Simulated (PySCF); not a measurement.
# How the numerical set-up moves the result for MgB

Aim: see how much the energy and properties of MgB depend on the numerical set-up.

Program: PySCF 2.14.0. Level of theory: method and basis as typed in the scripts. These are calculated values, not measurements.

1 further run of the same task is left out (it didn't finish).

## 1. The starting structure

MgB: 2 atoms, charge 0, spin multiplicity 2.

Bond lengths: Mg1–B2 2.170 Å.

## 2. The base run

The input, input.py:

```python
from pyscf import gto, scf

mol = gto.M(
    atom='Mg 0 0 0; B 0 0 2.17',
    basis='3-21g',
    charge=0,
    spin=1,
    verbose=4,
)
mf = scf.UHF(mol)
mf.kernel()
mf.dip_moment()
print('orbital energies (hartree):', [e[max(0, n-3):n+3].round(4) for e, n in zip(mf.mo_energy, mol.nelec)])
```

The run is started by

```
python input.py
```

Its log is not repeated here.

Base result: E(SCF) = -222.830705 Eh, 14 cycles, ⟨S²⟩ = 0.763, μ = 1.17 D.

The bond length is a typed value, not an optimised one.

## 3. 6-31+g*

Run 1 changes basis set: 3-21g → 6-31+g*.

The input, input.py:

```python
from pyscf import gto, scf

mol = gto.M(
    atom='Mg 0 0 0; B 0 0 2.17',
    basis='6-31+g*',
    charge=0,
    spin=1,
    verbose=4,
)
mf = scf.UHF(mol)
mf.kernel()
mf.dip_moment()
print('orbital energies (hartree):', [e[max(0, n-3):n+3].round(4) for e, n in zip(mf.mo_energy, mol.nelec)])
```

The run is started by

```
python input.py
```

## 4. Cc-pvdz

Run 2 changes basis set: 3-21g → cc-pvdz.

input.py: that of step 2 with these lines changed.

```diff
@@ -4,3 +4,3 @@
     atom='Mg 0 0 0; B 0 0 2.17',
-    basis='3-21g',
+    basis='cc-pvdz',
     charge=0,
```

## 5. Sbkjc (core potential on)

Run 3 changes basis set: 3-21g → sbkjc; core potential: off → on. The core potential changes with it: totals don't compare.

input.py: that of step 2 with these lines changed.

```diff
@@ -4,3 +4,4 @@
     atom='Mg 0 0 0; B 0 0 2.17',
-    basis='3-21g',
+    basis='sbkjc',
+    ecp={'Mg': 'sbkjc', 'B': 'sbkjc'},
     charge=0,
```

## 6. Jorge-dzp

Run 4 changes basis set: 3-21g → jorge-dzp.

input.py: that of step 2 with these lines changed.

```diff
@@ -4,3 +4,3 @@
     atom='Mg 0 0 0; B 0 0 2.17',
-    basis='3-21g',
+    basis='jorge-dzp',
     charge=0,
```

**Question.** What will these runs give? Wanted: for each run, E(SCF); from base; gap, α spin; SCF dipole.

**Answer**, as computed:

```
                      run  E(SCF) (hartree)  from base (eV)  cycles  gap, α spin (eV)  SCF dipole (D)  functions
                     base       -222.830705               0      14              6.96            1.17         22
                  6-31+g*       -224.098341        -34.4941      13              6.75            1.82         40
                  cc-pvdz       -224.114668        -34.9384      14              7.01            1.61         32
sbkjc (core potential on)         -3.287919  not comparable      14              6.87            1.82         16
                jorge-dzp       -224.113327        -34.9019      13              7.00            1.76         39
```

**Reading.** Of the runs whose energies can be compared, “cc-pvdz” moves the SCF energy most (-34.938 eV). 6-31+g* (40 functions) gives an energy 34.49 eV lower than 3-21g (22). cc-pvdz (32 functions) gives an energy 34.94 eV lower than 3-21g (22). jorge-dzp (39 functions) gives an energy 34.90 eV lower than 3-21g (22).
